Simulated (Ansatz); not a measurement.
# MgNH₂ radical (SMILES [NH2][Mg]): single points off equilibrium

The task here is to estimate one member of a computed series from the others.

The runs use Ansatz 0.2.0, Gaussian basis; single points in def2-TZVPP.

Correlated methods freeze the cores. The outer core shell of Li, Na, Mg and K is correlated. Orbitals are unrestricted. B3LYP uses VWN-RPA correlation.

## The system as given

SMILES `[NH2][Mg]`, 4 atoms, charge 0, spin multiplicity 2.

Atoms are counted from 1 here; the program's logs count them from 0.

Bond lengths: N1–Mg2 1.778 Å, N1–H3 0.977 Å, N1–H4 1.090 Å. Angles: Mg2–N1–H3 126.5°, Mg2–N1–H4 112.3°, H3–N1–H4 101.3°.

As a file:

| atom | x (Å) | y (Å) | z (Å) |
| --- | --- | --- | --- |
| N1 | -0.21260 | 0.15830 | 0.10350 |
| Mg2 | 1.39060 | -0.07380 | 0.83610 |
| H3 | -0.89050 | -0.53090 | -0.04110 |
| H4 | -0.15380 | 0.61070 | -0.88610 |

The first run:

run/in.yaml reads:

```yaml
crystal:
  periodic: [false, false, false]
  atoms:
    - {symbol: N, position_ang: [-0.212600, 0.158300, 0.103500]}
    - {symbol: Mg, position_ang: [1.390600, -0.073800, 0.836100]}
    - {symbol: H, position_ang: [-0.890500, -0.530900, -0.041100]}
    - {symbol: H, position_ang: [-0.153800, 0.610700, -0.886100]}
basis:
  gaussian: {orbitals: def2-TZVPP}
magnetization: {spin_polarized: true, initial_magnetization: 1}
correlation: {method: ccsd_t}
scf: {omitted_lower_state_checks: [cluster_reference]}
output: {forces: true}
```

No record of the launch command was kept for these runs.

Among the steps run: CCSD(T)/def2-TZVPP; PBE0-D4/def2-TZVPP; wB97M-V/def2-TZVPP; r2SCAN-D4/def2-TZVPP; PBE-D4/def2-TZVPP; r2SCANh-D4/def2-TZVPP; B3LYP-D4/def2-TZVPP.

One of the session's tables, all rows but one given; the rest of the session is left out.

```
    method  RMS force component (eV/Å)  angle to CCSD(T) forces (°)  dipole (D)
   CCSD(T)                       1.746                    reference        1.09
   PBE0-D4                       1.753                          1.6        1.04
   wB97M-V                       1.769                          1.4        1.27
 r2SCAN-D4                           ?                            ?           ?
    PBE-D4                       1.736                          5.9        0.93
r2SCANh-D4                       1.746                          1.7        1.04
  B3LYP-D4                       1.751                          1.0        1.10
```

**Question.** Estimate the row for r2SCAN-D4.

The run gave: RMS force component (eV/Å): 1.735; angle to CCSD(T) forces (°): 0.4; dipole (D): 1.00. In the column «RMS force component (eV/Å)» it is the lowest.
